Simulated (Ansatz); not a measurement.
Reaction: CH5N (methanamine, SMILES CN) → CH5N+ (parent SMILES CN, doublet) + e-
Each species at its own B3LYP-D3(BJ)/def2-TZVP minimum (Ansatz, a quantum-chemistry and plane-wave program).

Property: adiabatic ionisation energy (electronic), in eV. UHF or UKS for unpaired electrons; spin-orbit terms are left out. CBS(X,Y): correlation extrapolated as X^-3, Hartree-Fock from the larger set. A bracket is a step between two methods taken in the basis named. Functionals run without relativity, which enters their misses. Double hybrids freeze cores in their MP2 part. 'core' is core correlation in cc-pwCVTZ, 'X2C' scalar relativity in cc-pVTZ-DK, both at CCSD(T). The spin of CH5N+ (parent SMILES CN, doublet) was assumed, and the state is the lowest solution found for it.

CCSD(T)/CBS(cc-pVTZ,cc-pVQZ) + [CCSDT(Q) - CCSD(T)]/cc-pVDZ + core + X2C (Ansatz) gives 9.11 eV.

Question: How far off this value is PBE/def2-TZVPD (Ansatz), in which direction, and how far these levels: r2SCAN/def2-TZVPD, B3LYP/def2-TZVPD, PBE0/def2-TZVPD, wB97M-V/def2-TZVPD, B2PLYP/def2-TZVPD, CCSD(T)/CBS(cc-pVTZ,cc-pVQZ) + core + X2C?

Answer: PBE gives 8.85 eV, 0.26 eV below it. Differences of the others: r2SCAN/def2-TZVPD (Ansatz) -0.36; B3LYP/def2-TZVPD (Ansatz) -0.14; PBE0/def2-TZVPD (Ansatz) -0.26; wB97M-V/def2-TZVPD (Ansatz) -0.12; B2PLYP/def2-TZVPD (Ansatz) -0.16; CCSD(T)/CBS(cc-pVTZ,cc-pVQZ) + core + X2C (Ansatz) 0.01 eV.
